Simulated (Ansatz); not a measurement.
Debugging a composite energy at a relaxed geometry of C₂H₄O, SMILES [CH]OC (the Ansatz DFT code, driven from Python).

Run as a notebook:

**Cell 1**
```python
import itertools
import warnings

import ansatz as az
from ase.data import atomic_numbers, covalent_radii
import numpy as np
```

**Cell 2**
```python
GEOMETRY = """
C     1.39400    0.44130    0.02590
O     0.38370   -0.26820   -0.63600
C    -0.77920   -0.15140    0.14280
H     2.33530    0.37530   -0.55750
H    -0.63640   -0.60300    1.15110
H    -1.59850   -0.70590   -0.35940
H    -1.09900    0.91190    0.23320
"""
```

**Cell 3**
```python
warnings.simplefilter("ignore", az.DeckWarning)
```

**Cell 4**
```python
mol = az.Crystal.molecule()
for line in GEOMETRY.strip().splitlines():
    symbol, *xyz = line.split()
    mol = mol.atom(symbol, [float(v) for v in xyz])
```

**Cell 5**
```python
base = mol.calculation()
base = base.basis(gaussian="def2-SVP")
base = base.functional("r2scan")
base = base.spin("collinear", total=2)
symbols = [site.symbol for site in mol.cartesian_sites]
start = np.array([site.position_ang for site in mol.cartesian_sites], dtype=float)
data = base.relax(force_tolerance=0.01, max_steps=30).run(threads=1, pin="off").report
end = np.array(data["positions_ang"])
# pairs closer than 1.2 times the sum of covalent radii, before or after
radius = [covalent_radii[atomic_numbers[s]] for s in symbols]
span = lambda where, i, j: np.linalg.norm(where[i] - where[j])
bonded = [(i, j) for i, j in itertools.combinations(range(len(symbols)), 2) if min(span(start, i, j), span(end, i, j)) < 1.2 * (radius[i] + radius[j])]
print("pair        before    after (A)")
for i, j in bonded:
    print(f"{symbols[i]}{i}-{symbols[j]}{j}".ljust(10), f"{span(start, i, j):8.4f} {span(end, i, j):8.4f}")
for first, second in list(itertools.combinations(bonded, 2)):
    shared = set(first) & set(second)
    if shared and symbols[(j := shared.pop())] != "H":
        i, k = sorted((set(first) | set(second)) - {j})
        u, v = end[i] - end[j], end[k] - end[j]
        angle = np.degrees(np.arccos(np.clip(u @ v / np.linalg.norm(u) / np.linalg.norm(v), -1, 1)))
        print(f"final angle {symbols[i]}{i}-{symbols[j]}{j}-{symbols[k]}{k}: {angle:.2f} deg")

minimum = az.Crystal.molecule()
for symbol, place in zip(symbols, end):
    minimum = minimum.atom(symbol, place.tolist())
at_minimum = minimum.calculation().spin("collinear", total=2)
# MP2 extrapolated to the basis limit, plus the small-basis difference CCSD(T) - MP2
level = lambda method, basis: at_minimum.basis(gaussian=basis).correlation(method).run(threads=1, pin="off").report()
small, large, cluster = level("mp2", "cc-pVDZ"), level("mp2", "cc-pVTZ"), level("ccsd_t", "cc-pVDZ")
corr = lambda each: (each["free_energy_ev"] - each["reference_energy_ev"]) / 27.211386246
mp2_limit = (27 * corr(large) - 8 * corr(small)) / 19
pieces = {"HF / cc-pVTZ": large["reference_energy_ev"] / 27.211386246, "MP2 correlation, DZ-TZ limit": mp2_limit, "CCSD(T) - MP2 / cc-pVDZ": corr(cluster) - corr(small)}
for name, value in pieces.items():
    print(f"{name:32s} {value:14.6f} Ha")
print(f"{'sum':32s} {sum(pieces.values()):14.6f} Ha")
print("T1 diagnostic", round(cluster["correlation"]["coupled_cluster"]["t1_diagnostic"], 4))
```
Output:
```text
pair        before    after (A)
C0-O1        1.4008   1.3221
C0-H3        1.1094   1.1047
O1-C2        1.4045   1.4327
C2-H4        1.1140   1.1018
C2-H5        1.1095   1.0977
C2-H6        1.1140   1.1033
final angle O1-C0-H3: 123.87 deg
final angle C0-O1-C2: 117.56 deg
final angle O1-C2-H4: 110.55 deg
final angle O1-C2-H5: 106.85 deg
final angle O1-C2-H6: 110.60 deg
final angle H4-C2-H5: 109.77 deg
final angle H4-C2-H6: 109.29 deg
final angle H5-C2-H6: 109.74 deg
Traceback (most recent call last):
  File "<cell 5>", line 30, in <module>
    small, large, cluster = level("mp2", "cc-pVDZ"), level("mp2", "cc-pVTZ"), level("ccsd_t", "cc-pVDZ")
                            ~~~~~^^^^^^^^^^^^^^^^^^
  File "<cell 5>", line 29, in <lambda>
    level = lambda method, basis: at_minimum.basis(gaussian=basis).correlation(method).run(threads=1, pin="off").report()
                                  ~~~~~~~~~~~~~~~~~~~~~~~~~~~~~~~~~~~~~~~~~~~~~~~~~~~~~~~~~~~~~~~~~~~~~~~~~~~~~~~~~~~~~^^
TypeError: 'dict' object is not callable
```

Find the fault and give the corrected session.

The fault: report is a dict, not a method. The cap on steps that the faulty run carried goes too. The correction:

```diff
--- before
+++ after
@@
 start = np.array([site.position_ang for site in mol.cartesian_sites], dtype=float)
-data = base.relax(force_tolerance=0.01, max_steps=30).run(threads=1, pin="off").report
+data = base.relax(force_tolerance=0.01).run(threads=1, pin="off").report
 end = np.array(data["positions_ang"])
@@
 # MP2 extrapolated to the basis limit, plus the small-basis difference CCSD(T) - MP2
-level = lambda method, basis: at_minimum.basis(gaussian=basis).correlation(method).run(threads=1, pin="off").report()
+level = lambda method, basis: at_minimum.basis(gaussian=basis).correlation(method).run(threads=1, pin="off").report
 small, large, cluster = level("mp2", "cc-pVDZ"), level("mp2", "cc-pVTZ"), level("ccsd_t", "cc-pVDZ")
```

Notebook, run cell by cell (the value of a cell's last expression is shown):

(earlier cells as before)

```python
base = mol.calculation()
base = base.basis(gaussian="def2-SVP")
base = base.functional("r2scan")
base = base.spin("collinear", total=2)
symbols = [site.symbol for site in mol.cartesian_sites]
start = np.array([site.position_ang for site in mol.cartesian_sites], dtype=float)
data = base.relax(force_tolerance=0.01).run(threads=1, pin="off").report
end = np.array(data["positions_ang"])
# pairs closer than 1.2 times the sum of covalent radii, before or after
radius = [covalent_radii[atomic_numbers[s]] for s in symbols]
span = lambda where, i, j: np.linalg.norm(where[i] - where[j])
bonded = [(i, j) for i, j in itertools.combinations(range(len(symbols)), 2) if min(span(start, i, j), span(end, i, j)) < 1.2 * (radius[i] + radius[j])]
print("pair        before    after (A)")
for i, j in bonded:
    print(f"{symbols[i]}{i}-{symbols[j]}{j}".ljust(10), f"{span(start, i, j):8.4f} {span(end, i, j):8.4f}")
for first, second in list(itertools.combinations(bonded, 2)):
    shared = set(first) & set(second)
    if shared and symbols[(j := shared.pop())] != "H":
        i, k = sorted((set(first) | set(second)) - {j})
        u, v = end[i] - end[j], end[k] - end[j]
        angle = np.degrees(np.arccos(np.clip(u @ v / np.linalg.norm(u) / np.linalg.norm(v), -1, 1)))
        print(f"final angle {symbols[i]}{i}-{symbols[j]}{j}-{symbols[k]}{k}: {angle:.2f} deg")

minimum = az.Crystal.molecule()
for symbol, place in zip(symbols, end):
    minimum = minimum.atom(symbol, place.tolist())
at_minimum = minimum.calculation().spin("collinear", total=2)
# MP2 extrapolated to the basis limit, plus the small-basis difference CCSD(T) - MP2
level = lambda method, basis: at_minimum.basis(gaussian=basis).correlation(method).run(threads=1, pin="off").report
small, large, cluster = level("mp2", "cc-pVDZ"), level("mp2", "cc-pVTZ"), level("ccsd_t", "cc-pVDZ")
corr = lambda each: (each["free_energy_ev"] - each["reference_energy_ev"]) / 27.211386246
mp2_limit = (27 * corr(large) - 8 * corr(small)) / 19
pieces = {"HF / cc-pVTZ": large["reference_energy_ev"] / 27.211386246, "MP2 correlation, DZ-TZ limit": mp2_limit, "CCSD(T) - MP2 / cc-pVDZ": corr(cluster) - corr(small)}
for name, value in pieces.items():
    print(f"{name:32s} {value:14.6f} Ha")
print(f"{'sum':32s} {sum(pieces.values()):14.6f} Ha")
print("T1 diagnostic", round(cluster["correlation"]["coupled_cluster"]["t1_diagnostic"], 4))
```

    pair        before    after (A)
    C0-O1        1.4008   1.3221
    C0-H3        1.1094   1.1047
    O1-C2        1.4045   1.4327
    C2-H4        1.1140   1.1018
    C2-H5        1.1095   1.0977
    C2-H6        1.1140   1.1033
    final angle O1-C0-H3: 123.87 deg
    final angle C0-O1-C2: 117.56 deg
    final angle O1-C2-H4: 110.55 deg
    final angle O1-C2-H5: 106.85 deg
    final angle O1-C2-H6: 110.60 deg
    final angle H4-C2-H5: 109.77 deg
    final angle H4-C2-H6: 109.29 deg
    final angle H5-C2-H6: 109.74 deg
    HF / cc-pVTZ                        -152.860556 Ha
    MP2 correlation, DZ-TZ limit          -0.568302 Ha
    CCSD(T) - MP2 / cc-pVDZ               -0.048114 Ha
    sum                                 -153.476973 Ha
    T1 diagnostic 0.0194

What to keep in mind:
- Total energies depend on the basis set; only differences at equal settings carry meaning.
- The sum leaves out core correlation, relativity, the Hartree-Fock basis error and zero-point energy; a DZ-TZ extrapolation is rough.
- The species is open-shell (spin multiplicity 3).
- Inner cores stay frozen, so this is valence correlation.
- An extrapolation from small basis sets is rough.
- It ran for 2.2 min on 1 thread of Arm Neoverse N1 (shared host), peak memory 0.33 GiB.
